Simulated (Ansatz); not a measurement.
H2As–Se, quartet: the ladder up to UCCSDT(Q)

Geometry: a point of a stretch scan, not a stationary point.

```xyz
4

As    0.0001   -0.3325    0.3164
Se    0.0001   -0.2986   -2.5744
H     0.0001    1.1816    0.4064
H    -0.0003   -0.5505    1.8517
```

Basis cc-pVDZ; Ansatz 0.2.0. Only valence electrons are correlated (noble-gas cores and the filled d shells of p-block atoms frozen), which leaves 13 electrons in 36 orbitals. R marks a restricted (for open shells ROHF) determinant, U an unrestricted one. Active spaces: pair = (5e, 5o) about the gap; valence = (13e, 10o) chosen from the atoms' valence shells. No spin–orbit coupling is included, and no scalar relativity.

Full CI isn't at hand for all of this; UCCSDT(Q) serves as the reference, and is uncertain by about the last step of the cluster series. The frozen core follows each run's orbitals, which can shift R against U totals by a few meV for light atoms and by up to 0.1 eV past Ca.

* UHF ⟨S²⟩: 3.780
* T1 diagnostic (RCCSD): 0.0237
* largest doubles amplitude (RCCSD): 0.042
* T1 diagnostic (UCCSD): 0.0176

```csv
level,E − E(UCCSDT(Q)) (kcal/mol),share of correlation (%),wall time
UHF,140.04,3.83,–
UMP2,28.28,80.58,–
UCCSD,3.82,97.38,–
UCCSD(T),0.90,99.38,32 s
UCCSDT,0.20,99.87,–
```

The correlation energy at UCCSDT(Q), counted from RHF, is -6.315 eV. That run took 71 s on 1 thread of Arm Neoverse V2, shared host.

Run but not shown, since their state or frozen core can't be matched to the reference's or they repeat it: RHF, RMP2, CISD, RCCSD, RCCSD(T), BCCD(T), RCCSDT, RCCSDT(Q), CASSCF (pair space), NEVPT2 (pair space), MRCISD (pair space), MRCISD+Q (pair space), CASSCF (valence space), NEVPT2 (valence space), NEVPT4(SD) (valence space), MRCISD (valence space), MRCISD+Q (valence space).

Times hold each run's SCF and search for its determinant on a shared host, so for small cases they say little of a method's own cost; they ran on 1 thread of Arm Neoverse V2.

Natural occupations of CASSCF (valence space) about the gap: 1.968 1.964 1.009 1.008 1.000 0.037 0.030; effectively unpaired electrons, Σ n²(2−n)², 3.02.
